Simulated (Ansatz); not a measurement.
This Ansatz (a quantum-chemistry and plane-wave program) input (r2SCAN/cc-pVTZ) gives -199.50561 Eh with 60 basis functions. A basis named .json is the Basis Set Exchange file of that set (core-valence sets with the plain set on hydrogen).

Ansatz 0.2 input:
```yaml
crystal:
  periodic: [false, false, false]
  atoms:
    - {symbol: F, position_ang: [-0.00000000, -0.00000000, -0.69824324]}
    - {symbol: F, position_ang: [0.00000000, 0.00000000, 0.69824324]}
basis:
  gaussian:
    orbitals: cc-pVTZ
    fitting: {mean_field: def2-universal-JFIT.json}
hamiltonian:
  xc: {name: r2SCAN}
magnetization: {spin_polarized: false}
```

Change:
```diff
- fitting: {mean_field: def2-universal-JFIT.json}
+ final_grid: {core_spheres: 6, valence_spheres: 5, degree: 17}
```

Problem. What does the run give now?

Solution. -199.50576 Eh (r2SCAN/cc-pVTZ, 60 functions), a change of -0.15 mEh.
